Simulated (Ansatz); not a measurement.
`CC(C)F` → ethane + `[CH]F` at 400 K and 1 bar (formal loss of a carbene).

Gas-phase electronic energies from Ansatz, PBE0-D4/def2-TZVP geometries. CBS: MP2 limit from def2 TZ/QZ plus the TZ coupled-cluster correction, frozen cores. This one scheme is used for every species.

```
 species  CCSD(T)/CBS energy (Eh)  H − E (kJ/mol)  S (J/(mol·K))
`CC(C)F`               -218.16942           276.8          319.3
    `CC`                -79.71954           213.5          244.3
 `[CH]F`               -138.29972            46.3          233.5
```

H − E and S are ideal-gas, rigid-rotor, harmonic terms from PBE0-D4/def2-TZVP. 1 Eh = 2625.50 kJ/mol, R = 8.31446 J/(mol·K).

**Question.** By hand: ΔE, ΔH, ΔS and ΔG.

**Answer.** ΔE = (-79.71954) + (-138.29972) − (-218.16942) = 0.15016 Eh = 394.2 kJ/mol. Δ(H − E) = 213.5 + 46.3 − 276.8 = -17.0, so ΔH = 377.2 kJ/mol. ΔS = 244.3 + 233.5 − 319.3 = 158.5 J/(mol·K). ΔG = 377.2 − 400 × (158.5)/1000 = 313.8 kJ/mol.

**Question.** By hand: the equilibrium constant, and the temperature at which ΔG would vanish if ΔH and ΔS stayed fixed.

**Answer.** log₁₀ K = −ΔG/(RT ln 10) = -41.0. ΔG = 0 at ΔH/ΔS = 2380 K.

The number of gas molecules changes by +1, which sets the sign of ΔS. A doubt of 5 kJ/mol in ΔE shifts log₁₀ K by 0.7 here. These are equilibria of isolated gas molecules and say nothing of rates. Largest T1 diagnostic: 0.018 (customary marks: 0.02 for closed shells, 0.045 for open ones).
